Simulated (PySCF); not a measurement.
Rigid-rotor lines calculated for a species of formula C5H5P (commonest isotopes; PySCF 2.14.0, PBE/6-31+G* geometry optimisation, gas phase), labelled J(Ka,Kc):

```json
{"transition": "2(0,2) ← 1(0,1)", "MHz": "10356.8"}
{"transition": "1(0,1) ← 0(0,0)", "MHz": "5476.3"}
{"transition": "2(1,1) ← 1(1,0)", "MHz": "12345.8"}
{"transition": "2(1,2) ← 1(1,1)", "MHz": "9559.3"}
```

(1) Find the rotational constants.

(2) What moments of inertia, asymmetry and inertial defect follow?

(3) Which dipole components do these lines need?

(4) Predict further lines from these constants: 3(1,2) ← 2(1,1); 3(0,3) ← 2(0,2); 3(2,1) ← 2(2,0); 3(1,2) ← 3(1,3); 2(2,0) ← 2(2,1); 3(2,1) ← 3(2,2); 2(1,1) ← 2(1,2); 3(2,2) ← 2(2,1).

(5) Which structure gave them?

Answers

(1) 1(0,1) ← 0(0,0) is B + C, 2(1,1) ← 1(1,0) is 3B + C and 2(1,2) ← 1(1,1) is B + 3C, so B − C is half the difference of the last two, 1393.2 MHz. A enters only through 2(0,2) ← 1(0,1) = 2A + B + C − 2√((B − C)² + (A − C)(A − B)). A = 5033, B = 3434.8, C = 2041.5 MHz.

(2) I = 505379 MHz·u·Å² over each constant: Ia = 100.42, Ib = 147.14, Ic = 247.55 u·Å²; κ = (2B − A − C)/(A − C) = -0.068 (asymmetric top); Δ = Ic − Ia − Ib = 0.00 u·Å².

(3) μa (a-type: ΔKa even, ΔKc odd). The calculation gives |μa| = 1.77 D, |μb| = 0.00 D, |μc| = 0.00 D.

(4) 
```csv
transition,MHz,type,branch
"2(2,0) ← 2(2,1)",596,a,Q
"3(2,1) ← 3(2,2)",2494,a,Q
"2(1,1) ← 2(1,2)",4180,a,Q
"3(1,2) ← 3(1,3)",8182,a,Q
"3(0,3) ← 2(0,2)",14530,a,R
"3(2,2) ← 2(2,1)",16429,a,R
"3(1,2) ← 2(1,1)",18023,a,R
"3(2,1) ← 2(2,0)",18328,a,R
```

(5) `c1ccpcc1`, point group C2v. Three constants can't fix a structure by themselves; this is the one that was computed:
```xyz
11
C5H5P angstrom
C     -0.021    1.275   -0.012
C     -1.230    0.559    0.022
C     -1.293   -0.838    0.091
P      0.091   -1.920    0.146
C      1.395   -0.745    0.090
C      1.236    0.645    0.021
H     -0.059    2.369   -0.067
H     -2.169    1.128   -0.007
H     -2.284   -1.310    0.113
H      2.417   -1.146    0.111
H      2.133    1.277   -0.010
```

Stationary, but not proved a minimum. No vibrational averaging or centrifugal distortion is included, and the geometry carries the error of its method.

Hardware: one thread, Intel Xeon Platinum 8488C (x86_64), no GPU, shared host with 96 logical CPUs at a one-minute load of 29. Cost: 27 s wall, 0.53 GiB resident at most. That covers the optimisation of the geometry.
